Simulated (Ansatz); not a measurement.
A run of Ansatz (development build ahead of 0.2.0) on doublet CH₂(+) at this shape:

```json
{"atom": "C", "x (Å)": "0.0000", "y (Å)": "0.2420", "z (Å)": "0.0000"}
{"atom": "H", "x (Å)": "0.0000", "y (Å)": "-0.1210", "z (Å)": "-1.0354"}
{"atom": "H", "x (Å)": "0.0000", "y (Å)": "-0.1210", "z (Å)": "1.0354"}
```

Its results:

```
Converged                       : yes
Total energy                    : -38.71830 hartree
Spin squared of the determinant : 0.752
Stability test                  : minimum
```

Task: Which input gives this output? Name the method, the orbitals and the basis set, and write the input.

Result: PBE (unrestricted) in pcseg-2.

```yaml
crystal:
  periodic: [false, false, false]
  atoms:
    - { symbol: C, position_ang: [0.0, 0.242, 0.0] }
    - { symbol: H, position_ang: [0.0, -0.121, -1.0354] }
    - { symbol: H, position_ang: [0.0, -0.121, 1.0354] }
basis:
  gaussian: { orbitals: pcseg-2 }
total_charge: 1
magnetization:
  spin_polarized: true
  initial_magnetization: 1
hamiltonian:
  xc: pbe
```
